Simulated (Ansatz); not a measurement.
# C2H2: the cost of one run

The runs use Ansatz 0.2.0, Gaussian basis; def2-QZVPP, core rule «outside noble gas», up to 2 orbitals frozen.

To be run: UHF; ROHF; CCSD(T) on UHF.

2 further runs of the same task are left out: 2 set aside as unsound or not needed.

### Step 1. What is computed

The geometry is a PBE0/def2-TZVP stationary point (not a proven minimum) of the parent state, kept for this charge and spin.

4 atoms, charge 0, spin multiplicity 3.

Atoms are counted from 1 here; the program's logs count them from 0.

Bond lengths: C1–C2 1.197 Å, C1–H3 1.065 Å, C2–H4 1.065 Å. Angles: C2–C1–H3 180.0°, C1–C2–H4 180.0°.

### Step 2. UHF

in.yaml

```yaml
crystal:
  periodic: [false, false, false]
  atoms:
    - {symbol: C, position_ang: [0.000000, 0.000000, 0.598483]}
    - {symbol: C, position_ang: [0.000000, 0.000000, -0.598483]}
    - {symbol: H, position_ang: [0.000000, 0.000000, 1.663170]}
    - {symbol: H, position_ang: [0.000000, 0.000000, -1.663170]}
basis:
  gaussian: {orbitals: "def2-QZVPP.json"}
magnetization: {spin_polarized: true, initial_magnetization: 2}
hamiltonian: {xc: hf}
output: {orbitals: {seedname: orbitals}}
```

Run with:

```sh
$ ansatz run in.yaml --threads 1 --pin off --events-out ev --progress --plain --max-ram 2393MiB
```

What time and memory should one allow on 1 thread of Arm Neoverse V1, shared host?

About 6.5 s, with a peak of 0.25 GiB.
